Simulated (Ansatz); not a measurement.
B2H5N, SMILES BNB, a composite energy at a relaxed geometry

Program: Ansatz 0.2.0 through its Python package.

The script, `run_composite.py`:
```python
"""A composite energy for B2H5N: DFT geometry, MP2 basis limit, coupled-cluster correction."""

import itertools

import ansatz
from ase.data import atomic_numbers, covalent_radii
import numpy as np


def main() -> None:
    mol = (
        ansatz.Crystal.molecule()
        .atom("B", (-0.7808, 0.5932, -0.6566))
        .atom("N", (-0.1967, 0.3592, 0.6869))
        .atom("B", (0.6213, -0.8944, 0.5329))
        .atom("H", (-1.5922, -0.0718, -1.0946))
        .atom("H", (-0.4626, 1.5445, -1.3421))
        .atom("H", (0.4667, 1.1658, 0.8756))
        .atom("H", (1.8612, -0.8237, 0.5627))
        .atom("H", (0.1752, -1.93, 0.3793))
    )

    model = (
        mol.calculation()
        .basis(gaussian="def2-SVP")
        .functional("r2scan")
    )
    symbols = [site.symbol for site in mol.cartesian_sites]
    start = np.array([site.position_ang for site in mol.cartesian_sites], dtype=float)
    report = model.relax(force_tolerance=0.01, max_steps=100).run().report
    end = np.array(report["positions_ang"])
    # pairs closer than 1.2 times the sum of covalent radii, before or after
    radius = [covalent_radii[atomic_numbers[s]] for s in symbols]
    span = lambda where, i, j: np.linalg.norm(where[i] - where[j])
    bonded = [(i, j) for i, j in itertools.combinations(range(len(symbols)), 2) if min(span(start, i, j), span(end, i, j)) < 1.2 * (radius[i] + radius[j])]
    print("pair        before    after (A)")
    for i, j in bonded:
        print(f"{symbols[i]}{i}-{symbols[j]}{j}".ljust(10), f"{span(start, i, j):8.4f} {span(end, i, j):8.4f}")
    for first, second in list(itertools.combinations(bonded, 2)):
        shared = set(first) & set(second)
        if shared and symbols[(j := shared.pop())] != "H":
            i, k = sorted((set(first) | set(second)) - {j})
            u, v = end[i] - end[j], end[k] - end[j]
            angle = np.degrees(np.arccos(np.clip(u @ v / np.linalg.norm(u) / np.linalg.norm(v), -1, 1)))
            print(f"final angle {symbols[i]}{i}-{symbols[j]}{j}-{symbols[k]}{k}: {angle:.2f} deg")

    minimum = ansatz.Crystal.molecule()
    for symbol, place in zip(symbols, end):
        minimum = minimum.atom(symbol, place.tolist())
    at_minimum = minimum.calculation()
    # MP2 extrapolated to the basis limit, plus the small-basis difference CCSD(T) - MP2
    level = lambda method, basis: at_minimum.basis(gaussian=basis).correlation(method).run().report
    small, large, cluster = level("mp2", "cc-pVDZ"), level("mp2", "cc-pVTZ"), level("ccsd_t", "cc-pVDZ")
    corr = lambda each: (each["free_energy_ev"] - each["reference_energy_ev"]) / 27.211386246
    mp2_limit = (27 * corr(large) - 8 * corr(small)) / 19
    pieces = {"HF / cc-pVTZ": large["reference_energy_ev"] / 27.211386246, "MP2 correlation, DZ-TZ limit": mp2_limit, "CCSD(T) - MP2 / cc-pVDZ": corr(cluster) - corr(small)}
    for name, value in pieces.items():
        print(f"{name:32s} {value:14.6f} Ha")
    print(f"{'sum':32s} {sum(pieces.values()):14.6f} Ha")
    print("T1 diagnostic", round(cluster["correlation"]["coupled_cluster"]["t1_diagnostic"], 4))


if __name__ == "__main__":
    main()
```

```console
$ python run_composite.py
pair        before    after (A)
B0-N1        1.4836   1.4230
B0-H3        1.1369   1.2055
B0-H4        1.2150   1.2082
N1-B2        1.5048   1.4230
N1-H5        1.0613   1.0183
B2-H6        1.2423   1.2082
B2-H7        1.1380   1.2055
final angle N1-B0-H3: 118.70 deg
final angle N1-B0-H4: 119.30 deg
final angle B0-N1-B2: 126.49 deg
final angle B0-N1-H5: 116.75 deg
final angle H3-B0-H4: 122.00 deg
final angle B2-N1-H5: 116.75 deg
final angle N1-B2-H6: 119.30 deg
final angle N1-B2-H7: 118.70 deg
final angle H6-B2-H7: 122.00 deg
HF / cc-pVTZ                        -106.821267 Ha
MP2 correlation, DZ-TZ limit          -0.450356 Ha
CCSD(T) - MP2 / cc-pVDZ               -0.049938 Ha
sum                                 -107.321560 Ha
T1 diagnostic 0.0118
```

Caveats:
- These settings explore the input space; basis and method may be short of convergence.
- The sum leaves out core correlation, relativity, the Hartree-Fock basis error and zero-point energy; a DZ-TZ extrapolation is rough.
- Inner cores stay frozen, so this is valence correlation.
- An extrapolation from small basis sets is rough.
- Run time: 26 s on 1 thread of Arm Neoverse V1, with other jobs on the host, peak memory 0.3 GiB.
